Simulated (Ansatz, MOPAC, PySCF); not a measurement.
Molecule: ethyl chloride, C₂H₅Cl, charge 0, multiplicity 1. SMILES: CCCl
Geometry from a B3LYP-D3(BJ)/def2-TZVP (Ansatz, a quantum-chemistry and plane-wave program) optimisation:
```
C
H 1 1.0874
H 1 1.0874 2 109.04
C 1 1.5122 2 112.08 3 -124.70
H 4 1.0899 1 111.03 2 -58.14
H 4 1.0899 5 108.44 1 122.25
H 4 1.0932 5 108.41 6 117.50
Cl 1 1.8106 2 105.94 3 113.62
```
Charge 0, spin multiplicity 1.

Unscaled harmonic wavenumbers (cm⁻¹) in rising order, each level at the stationary point that it reaches from this structure (no distance between atoms moves by over 0.3 Å); the order of modes can differ between levels, and a negative number is imaginary. B3LYP-D3(BJ)/def2-TZVP (PySCF, at the structure above): 261, 332, 655, 793, 982, 1076, 1089, 1277, 1317, 1416, 1485, 1495, 1502, 3035, 3082, 3101, 3112, 3143.

PM3 (MOPAC): 169, 337, 634, 821, 1013, 1033, 1127, 1136, 1254, 1366, 1394, 1402, 1420, 3006, 3064, 3084, 3085, 3182. Zero-point energy 40.8 against 41.7 kcal/mol; where all levels lie over 400 cm⁻¹, the wavenumbers are on average 0.978 times those of B3LYP-D3(BJ)/def2-TZVP.

HF/3-21G (Ansatz): 268, 345, 629, 867, 1025, 1160, 1179, 1397, 1425, 1583, 1643, 1656, 1667, 3205, 3271, 3297, 3312, 3384. Zero-point energy 44.8 against 41.7 kcal/mol; where all levels lie over 400 cm⁻¹, the wavenumbers are on average 1.075 times those of B3LYP-D3(BJ)/def2-TZVP.
